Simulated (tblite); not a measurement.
Si3H8.
Numbering: `[SiH3:1][SiH2:2][SiH3:3]` (hydrogens: H4, H5, H6 on Si1; H7, H8 on Si2; H9, H10, H11 on Si3)

Structure optimised with GFN2-xTB, isolated species.

Question: What internal coordinates does the optimisation give?

Answer: 
```
                   bond  length (pm)   order
       Si1–Si2, Si2–Si3        231.5  single
Si1–H4 and 5 like bonds        146.5  single
         Si2–H7, Si2–H8        147.4  single
```

Bonds in one row agree within 1 pm and their mean is given. Orders are formal, as drawn. A selection of angles:
```
      angle  degrees
 Si2–Si1–H4    114.4
 Si2–Si1–H5    111.6
  H4–Si1–H5    106.2
Si1–Si2–Si3    116.1
 Si1–Si2–H7    109.3
  H7–Si2–H8    102.8
```

Si2 (SiH2 silicon) is distorted tetrahedral (angles from 102.8° to 116.1°). Si1 (SiH3 silicon) is distorted tetrahedral (angles from 106.2° to 114.4°).

Point group: C2v (tolerance 0.08 Å). Its GFN2-xTB frequencies are all real (lowest 27 cm⁻¹).

The numbers are calculated, not measured.
